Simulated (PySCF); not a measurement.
Species: C4H5N.
Geometry (GFN2-xTB, Å), atoms numbered from 1 in this order:
```xyz
10
C4H5N angstrom
C     -1.611   -0.372   -0.085
C     -0.466   -0.120    0.517
C      0.672    0.622   -0.129
C      1.830   -0.234   -0.222
N      2.737   -0.926   -0.286
H     -1.809   -0.053   -1.096
H     -2.404   -0.906    0.409
H     -0.282   -0.454    1.529
H      0.398    0.953   -1.134
H      0.944    1.496    0.473
```

Method: wB97X-D/def2-SVPD in PySCF (dipole) on a GFN2-xTB geometry, gas phase.

Masses are those of the commonest isotopes; rigid-rotor values at the optimised geometry. The values belong to one conformer with, in the numbering `[CH2:1]=[CH:2][CH2:3][C:4]#[N:5]`, C1–C2–C3–C4 -118°.

Question: Give the principal moments of inertia and the rotational constants in GHz.

Answer: Ia = 27.98, Ib = 182.26, Ic = 192.65 u·Å²; 505379 MHz·u·Å²/I gives 18064, 2773 and 2623 MHz, that is A = 18.064, B = 2.7729, C = 2.6234 GHz.

Question: What kind of rotor is it?

Answer: A near-prolate asymmetric top; Ray's κ = -0.981.

Question: Is it planar, by Δ = Ic − Ia − Ib?

Answer: Not planar: Δ = Ic − Ia − Ib = -17.59 u·Å². For a rigid frame Δ = −2 Σ m c², so Σ m c² = 8.79 u·Å² lies off the ab plane: 5.34 from hydrogen and 3.46 from heavier atoms. The atom farthest from that plane is 1.46 Å away.

Question: Give the other two planar moments, Paa and Pbb, and the rms extents of the mass along the axes.

Answer: Paa = Σ m a² = (Ib + Ic − Ia)/2 = 173.46 and Pbb = Σ m b² = (Ia + Ic − Ib)/2 = 19.18 u·Å². With the mass M = 67.04 u, the rms extents √(P/M) along a, b and c are 1.61, 0.53, 0.36 Å.

Question: List the rotational levels J(Ka,Kc) to J = 5 (cm⁻¹).

Answer: Above 0(0,0):
J = 1: 1(0,1) 0.1800, 1(1,1) 0.6901, 1(1,0) 0.6951
J = 2: 2(0,2) 0.5400, 2(1,2) 1.0451, 2(1,1) 1.0600, 2(2,1) 2.5903, 2(2,0) 2.5903
J = 3: 3(0,3) 1.0798, 3(1,3) 1.5776, 3(1,2) 1.6075, 3(2,2) 3.1303, 3(2,1) 3.1304, 3(3,1) 5.6931, 3(3,0) 5.6931
J = 4: 4(0,4) 1.7994, 4(1,4) 2.2875, 4(1,3) 2.3374, 4(2,3) 3.8502, 4(2,2) 3.8508, 4(3,2) 6.4132, 4(3,1) 6.4132, 4(4,1) 10.0011, 4(4,0) 10.0011
J = 5: 5(0,5) 2.6987, 5(1,5) 3.1749, 5(1,4) 3.2497, 5(2,4) 4.7501, 5(2,3) 4.7514, 5(3,3) 7.3133, 5(3,2) 7.3133, 5(4,2) 10.9011, 5(4,1) 10.9011, 5(5,1) 15.5142, 5(5,0) 15.5142
The levels of one J sum to (2J + 1)J(J + 1)(A + B + C)/3.

Question: Predict some low-J microwave lines.

Answer: The dipole components are |μa| = 3.53 D, |μb| = 1.91 D, |μc| = 0.06 D. Intensities carry the squares of the components, which stand as 1.00 : 0.29 : 0.00 (a : b : c). Some lines, for components of 0.1 D or more:

```csv
type,branch,"J(Ka,Kc)",MHz,lower level (cm⁻¹)
a,Q,"2(1,1) ← 2(1,2)",449,1.045
a,R,"1(0,1) ← 0(0,0)",5396,0.000
a,R,"2(1,2) ← 1(1,1)",10643,0.690
a,R,"2(0,2) ← 1(0,1)",10791,0.180
a,R,"2(1,1) ← 1(1,0)",10942,0.695
b,Q,"1(1,0) ← 1(0,1)",15441,0.180
b,Q,"2(1,1) ← 2(0,2)",15592,0.540
b,R,"1(1,1) ← 0(0,0)",20688,0.000
b,R,"2(1,2) ← 1(0,1)",25935,0.180
b,Q,"2(2,0) ← 2(1,1)",45876,1.060
b,Q,"2(2,1) ← 2(1,2)",46323,1.045
b,R,"2(2,1) ← 1(1,0)",56817,0.695
b,R,"2(2,0) ← 1(1,1)",56967,0.690
```

GFN2-xTB frequencies: not computed here. Zero-point vibration and centrifugal distortion are left out. Quadrupole hyperfine structure (14N) is left out.

On Arm Neoverse V2, one thread, on a shared host, this took 9.0 s wall. This is the wB97X-D/def2-SVPD job that gave the dipole, with the excitations it also computed.
